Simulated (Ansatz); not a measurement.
C2H3Cl, SMILES `C[C]Cl` (triplet; the order of the spin states depends on the level) (charge 0, multiplicity 3). This triplet lies 0.40 eV above the relaxed singlet at the level frozen-core CCSD(T)/cc-pVTZ // B3LYP-D3(BJ)/def2-TZVP (Ansatz, a program for electronic structure); other levels give the other order.

Cartesian coordinates (Å):
```xyz
6

C     -0.5124     0.0374    -0.0432
C      0.8078    -0.5835    -0.2321
Cl     2.3101    -0.0403     0.2681
H     -1.2786    -0.5917    -0.4998
H     -0.7601     0.1502     1.0203
H     -0.5669     1.0279    -0.5133
```
Charge 0, spin multiplicity 3.

Frozen-core energies in 6-31g from Ansatz at a geometry from B3LYP-D3(BJ)/def2-TZVP; the HF reference has <S^2> = 2.02 and the T1 diagnostic is 0.014.

```json
[
 {"level": "HF", "energy (Ha)": "-536.81145", "difference from CCSDT(Q) (mHa)": "217.09"},
 {"level": "MP2", "energy (Ha)": "-536.99241", "difference from CCSDT(Q) (mHa)": "36.13"},
 {"level": "CCSD", "energy (Ha)": "-537.02305", "difference from CCSDT(Q) (mHa)": "5.49"},
 {"level": "CCSD(T)", "energy (Ha)": "-537.02763", "difference from CCSDT(Q) (mHa)": "0.91"},
 {"level": "CCSDT", "energy (Ha)": "-537.02839", "difference from CCSDT(Q) (mHa)": "0.15"},
 {"level": "CCSDT(Q)", "energy (Ha)": "-537.02854", "difference from CCSDT(Q) (mHa)": "0.00"}
]
```
